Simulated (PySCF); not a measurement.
SiO₂ + F₂ → SiF₂ + O₂

Level: B3LYP in the def2-TZVP basis family, all electrons, no relativity, computed in PySCF with density fitting; open shells unrestricted.

| species | state and structure | E (Eh) | ZPE (kJ/mol) | H(298 K) − H(0) (kJ/mol) | S° (J/(mol K)) |
| --- | --- | --- | --- | --- | --- |
| SiO₂ | singlet, D∞h, Si–O 1.510 Å (×2) | -440.04460 | 18.1 | 11.0 | 231.7 |
| F₂ | singlet, D∞h, F–F 1.396 Å | -199.59957 | 6.3 | 8.8 | 202.2 |
| SiF₂ | singlet, C2v, Si–F 1.609 Å (×2); F–Si–F 100.8° | -489.39713 | 12.1 | 11.3 | 257.2 |
| O₂ | triplet, D∞h, O–O 1.204 Å | -150.38977 | 9.8 | 8.7 | 205.0 |

**Question.** What is the electronic reaction energy?

**Answer.** At B3LYP/def2-TZVP, ΔE = -374.7 kJ/mol from the differences of the total energies times 2625.5, downhill. Fluorination of this kind underlies dry etching and chamber cleaning.

**Question.** Add zero-point, thermal and entropy terms for 298.15 K and 1 bar.

**Answer.** ΔZPE = -2.5 and Δ[H(298) − H(0)] = 0.2 kJ/mol give ΔH° = -377.0 kJ/mol. ΔS° = 28.3 J/(mol K), so ΔG° = -377.0 − 298.15 × (0.0283) = -385 kJ/mol.

Only the bonding shown was studied: isomers, or loss of a ligand pair, can lie lower.
